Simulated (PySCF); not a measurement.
**Calculated properties of `CCCCCC` (n-hexane)**

Species: n-hexane, C6H14.
Atom-mapped SMILES: `[CH3:1][CH2:2][CH2:3][CH2:4][CH2:5][CH3:6]` (hydrogens: H7, H8, H9 on C1; H10, H11 on C2; H12, H13 on C3; H14, H15 on C4; H16, H17 on C5; H18, H19, H20 on C6)

From GFN2-xTB geometry:

```
Point group of the GFN2-xTB geometry                  : C2h
Rotational constants A, B, C of the GFN2-xTB geometry : 14.549, 1.156, 1.116 GHz
```

From PBE0/def2-SVPD ground state and vertical TDDFT (core frozen in the response) (PySCF):

```
Dipole moment                                                     : 0.00 D
HOMO energy                                                       : -8.61 eV
LUMO energy                                                       : 0.84 eV
HOMO–LUMO gap                                                     : 9.45 eV
Lowest singlet excitation                                         : 8.31 eV (149 nm, f = 0.000)
Strongest line among the 8 lowest singlet transitions             : S3 at 8.71 eV (142 nm, f = 0.039)
Lowest triplet excitation (Tamm–Dancoff)                          : 8.21 eV
Static isotropic polarisability                                   : 75.7 au
Electronic spatial extent ⟨r²⟩ about the centre of nuclear charge : 1119 bohr²
```

Monoisotopic mass from the formula: 86.1096 u.

The polarisability is 11.22 Å³ as a volume (1 au = 0.148185 Å³), or 1.51 au for each of the 50 electrons. No computed singlet falls in the visible range (750 to 380 nm, 1.65 to 3.26 eV); S1 lies 5.05 eV above its blue end. The largest Löwdin shares of the HOMO are 0.17 on C4, 0.17 on C3, 0.14 on C2 and 0.14 on C5. Point group C2h forbids a permanent dipole, so the rigid molecule has no electric-dipole pure rotational spectrum. With B = h/(8π²I), that is 505.379 GHz u Å² over I, the principal moments of inertia are 34.7, 437.1 and 453.0 u Å² (most abundant isotopes); the inertial defect Ic − Ia − Ib is -18.8 u Å² (zero for a rigid planar frame, negative otherwise). The principal polarisabilities are 65.7, 70.2 and 91.3 au; their mean is the isotropic value. S1 lies 1.14 eV below the HOMO–LUMO gap; its leading configuration is HOMO→LUMO, weight 0.97.

One conformer (not necessarily the lowest) at the GFN2-xTB geometry, without solvent, vibrations or thermal averaging.

For the TDDFT job (PBE0/def2-SVPD), the run took 28 s on an x86-64 server with one thread (shared host).

Conformer computed: `[CH3:1][CH2:2][CH2:3][CH2:4][CH2:5][CH3:6]`: C1–C2–C3–C4 180°, C2–C3–C4–C5 180°, C3–C4–C5–C6 180°.
